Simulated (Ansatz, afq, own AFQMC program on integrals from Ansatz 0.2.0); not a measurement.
AFQMC on a folder of integrals that Ansatz 0.2.0 wrote.

```yaml
crystal:
  periodic: [false, false, false]
  atoms:
    - {symbol: Ge, position_ang: [0.000000, 0.000000, 0.269193]}
    - {symbol: O, position_ang: [0.000000, 0.000000, -1.363087]}
    - {symbol: H, position_ang: [0.000000, 1.286605, 1.118308]}
    - {symbol: H, position_ang: [0.000000, -1.286605, 1.118308]}
basis:
  gaussian: {orbitals: cc-pVDZ}
magnetization: {spin_polarized: false}
correlation: {method: ccsd_t, electrons: outside_noble_gas, hamiltonian_folder: ham}
```

```sh
$ ansatz run in.yaml --threads 1 --pin off --events-out ev --progress --plain --max-ram 1843MiB
```

afq runs on the folder ham with

```
--method free --trial cisd --walkers 60 --time-step 0.03 --max-blocks 80 --target-error 0.00042 --factor-cut 1e-05 --seed 6258 --times 0,0.21,0.42,0.81,1.2,1.8,2.4,3 --taylor-order 8
```

Times are imaginary, in 1/Eh. The walk had a cap of 513 s. Filled inner d shells are frozen with the cores.

Log:

```
orbitals 36  electrons 6 6  factors 287 of 544
reference energy -2151.29568018 Eh
CCSD correlation -0.30801891 Eh in 11 cycles, weight of the determinant in the CISD state 0.8655
repeat  energy at the last time / Eh  error
    10  -2151.615860  0.004067
    20  -2151.614404  0.002925
    30  -2151.617687  0.002623
    40  -2151.616473  0.002057
    50  -2151.616670  0.001822
    60  -2151.616675  0.001576
    70  -2151.615949  0.001371
    80  -2151.616248  0.001284
time / (1/Eh)  energy / Eh  error  mean overlap
  0.00  -2151.602823  0.000628  1.1538
  0.21  -2151.609362  0.000616  1.1433
  0.42  -2151.612114  0.000571  1.1458
  0.81  -2151.615035  0.000640  1.1510
  1.20  -2151.615470  0.000596  1.1472
  1.80  -2151.617391  0.000795  1.1245
  2.40  -2151.618232  0.001180  1.0938
  3.00  -2151.616248  0.001284  1.1309
energy -2151.616248 +/- 0.001284 Eh
```

The run failed at least one of its tests; the cautions name the faults.

Against this walk (error 34.9 meV) on the same determinant: CCSD(T) 26.0 meV higher (within the noise), CCSDT(Q) 40.9 meV lower (within the noise). The error is statistical, and a free projection of finite length keeps a remainder of its start. The last points scatter (meV from the last: 33 ± 17 at 0.81, 21 ± 16 at 1.20, -31 ± 22 at 1.80, -54 ± 32 at 2.40, 0 ± 35 at 3.00); the last is the one printed as the energy, and the gaps above move with that scatter.

Cautions: remainder of the start not in the error; error above the target (34.9 against 11.4 meV); no relativity below Rb; no spin-orbit coupling; inner d shell frozen; higher spins were not checked; restricted determinant unstable towards unrestricted (UHF 8 meV lower, ⟨S²⟩ 0.22); raised T1 diagnostic (T1 0.031, weight of the determinant 0.87, largest double 0.11).

The walk took 85 s on 1 thread of Arm Neoverse V2 (shared host). The log's last line is the free-projection energy.

CCSDT and higher add their correlation energy to the determinant of the CCSD(T) run, since their own runs factorise the integrals more tightly (a shift of under 2 meV). A walk keeps the symmetry of its determinant, which the program's search chose and which needn't be the lowest solution, so a lower state of the same spin and another symmetry isn't excluded.
